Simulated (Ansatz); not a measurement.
For rutile MnO₂, PBEsol (Ansatz, a program for electronic structure, PAW) gives:

```
Item                                                        Result
---------------------------------------------------------  -------
band gap at the measured cell (atoms relaxed with PBEsol)  0.00 eV
magnetic moment                                            2.14 μB
```

**Question.** What does HSE06 (plane waves, PAW; Ansatz) give for the same quantities?

**Answer.** 
- band gap at the measured cell (atoms relaxed with PBEsol): 1.73 eV (increases by 1.73 eV)
- magnetic moment: 2.53 μB (increases by 0.39 μB)

For comparison: band gap 0.3 eV (measured, temperature not stated, not corrected to a static lattice, experimental column, as cited; method not stated; as tabulated in Kuklin et al. (2022), doi:10.3390/molecules27030874).

Changes are worked out from the printed values.

Unless a cell is named, each level is at its own relaxed cell.

A gap of zero means that the bands touch or overlap. Density-functional gaps are differences of (generalised) Kohn–Sham levels.

Spin-polarised runs: PBEsol (opposed moments), HSE06 (opposed moments).

Ansatz's density-functional and Hartree–Fock values are scalar-relativistic unless marked +SOC, with PAW data made under PBE.
